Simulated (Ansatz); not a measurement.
Two shapes of singlet C2H6O.

Shape 1:

```xyz
9

O     0.0000    0.0000    0.0000
C     0.0000    1.1689    0.7885
C     0.0000   -1.1689    0.7885
H     0.0000    2.0452    0.1401
H    -0.8898    1.1833    1.4178
H     0.8898    1.1833    1.4178
H     0.0000   -2.0452    0.1401
H     0.8898   -1.1833    1.4178
H    -0.8898   -1.1833    1.4178
```

Shape 2:

```xyz
9

O     0.0000    0.0000   -0.5779
C     0.0000    1.1610    0.1881
C     0.0000   -1.1610    0.1881
H     0.0000    2.0214   -0.4962
H    -0.8952    1.2329    0.8396
H     0.8952    1.2329    0.8396
H     0.0000   -2.0214   -0.4962
H     0.8952   -1.2329    0.8396
H    -0.8952   -1.2329    0.8396
```

Basis set: cc-pVDZ (spherical functions). Frozen core: 3 orbitals. Charge 0, multiplicity 1.

Computed with Ansatz (development build ahead of 0.2.0); each method stands on the lowest determinant of its kind that the runs found.

Which shape is lower in energy, and by how much in each method?

```
 method  E(2) − E(1) (eV)
    RHF            -0.021
RHF-MP2            -0.043
```

Shape 2 is lower.
